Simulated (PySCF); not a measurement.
## Nuclear quadrupole coupling in `N#CC1(F)CC1`

Species: C4H4FN.
Geometry (PBE0-D3(BJ)/def2-SVP, Å), atoms numbered from 1 in this order:
```
atom  x, y, z in Å
N1     2.7606    0.4221   -0.4012
C2     1.6805    0.3161    0.0008
C3     0.3241    0.1775    0.4829
F4     0.1993    0.4723    1.7992
C5    -0.8264    0.5316   -0.4077
C6    -0.5575   -0.9036   -0.0614
H7    -0.6087    0.8885   -1.4168
H8    -1.6556    1.0309    0.0995
H9    -0.1452   -1.5693   -0.8230
H10   -1.2026   -1.3780    0.6820
```

Field gradients from the PBE0/pcSseg-1 density (PySCF, non-relativistic), principal values in atomic units, ordered |Vxx| ≤ |Vyy| ≤ |Vzz|:

| atom | Vxx | Vyy | Vzz |
| --- | --- | --- | --- |
| N1 | 0.3366 | 0.6243 | -0.9608 |

**Question.** Find the asymmetry η = (Vxx − Vyy)/Vzz and the couplings χ = eQV/h (234.96 MHz × Q in barn × V in au), with Q(14N) = 0.02044 b.

**Answer.** 
```
atom       environment  nucleus     η  χzz (MHz)  χxx (MHz)  χyy (MHz)
  N1  nitrile nitrogen      14N  0.30     -4.615      1.617      2.998
```

**Question.** What is Vzz at N1 in SI units (1 au = 9.71736 × 10²¹ V/m²)?

**Answer.** -0.9608 au = -9.337 × 10²¹ V/m².

Isolated species at its PBE0-D3(BJ)/def2-SVP geometry, gas phase. These gradients aren't converged with respect to the basis.

These values come from a run that also computed NMR shieldings. On one thread, x86-64 server (shared host), this took 12 s wall.
